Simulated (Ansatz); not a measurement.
Ta3Sb: experiment and calculation

**Experimental background.**

“Superconducting properties of the spin Hall candidate Ta3Sb with eightfold degeneracy”, 2022, arxiv:2204.13579 reports, for a powder of Ta3Sb at 300 K: lattice constant a 5.274 ± 0.002 Å.

How close the calculation comes is told below.

Level of theory: DFT r2SCAN, scalar-relativistic, plane waves, PAW in Ansatz.

Settings: cutoff 500 eV, Γ-centred mesh 8×8×8 on the computed 8-atom cell, Gaussian smearing of 0.10 eV; no spin polarisation.

Relaxed structure, symmetry kept:

```cif
data_structure
_symmetry_space_group_name_H-M 'P 1'
_symmetry_Int_Tables_number 1
_cell_length_a 5.2698
_cell_length_b 5.2698
_cell_length_c 5.2698
_cell_angle_alpha 90.000
_cell_angle_beta 90.000
_cell_angle_gamma 90.000
_cell_volume 146.35
loop_
_atom_site_label
_atom_site_type_symbol
_atom_site_fract_x
_atom_site_fract_y
_atom_site_fract_z
_atom_site_occupancy
Ta1 Ta 0.25000 0.00000 0.50000 1
Ta2 Ta 0.50000 0.75000 0.00000 1
Ta3 Ta 0.75000 0.00000 0.50000 1
Ta4 Ta 0.50000 0.25000 0.00000 1
Ta5 Ta 0.00000 0.50000 0.75000 1
Ta6 Ta 0.00000 0.50000 0.25000 1
Sb1 Sb 0.00000 0.00000 0.00000 1
Sb2 Sb 0.50000 0.50000 0.50000 1
```

```
Space group                                                       : Pm-3n (No. 223)
Volume per atom                                                   : 18.29 Å³
Formation energy from the elements' standard states (uncorrected) : -0.163 eV/atom
Generalised Kohn–Sham band gap                                    : none (metal)
Density of states at the Fermi level                              : 1.89 states/eV per cell
Löwdin character within 0.5 eV of the Fermi level                 : Ta 5d 89 %, unprojected 4 %
Bulk modulus                                                      : 199 GPa
Its pressure derivative                                           : 4.2
Bader charges (e)                                                 : Ta (6 in the cell) 0.36, Sb (2 in the cell) -1.07
```

Spin-orbit coupling is left out, which matters for the bands of heavy elements.

Against the measured lattice constant a of Ta3Sb, 5.274 Å (300 K; powder; the paper above), the calculated 5.270 Å is off by -0.1 %. The calculation is for 0 K without zero-point motion.

Cost: 9 runs of about 9.5 core-minutes in all, on Oxide Virtual Turin-like Processor (Zen 5) (shared hosts).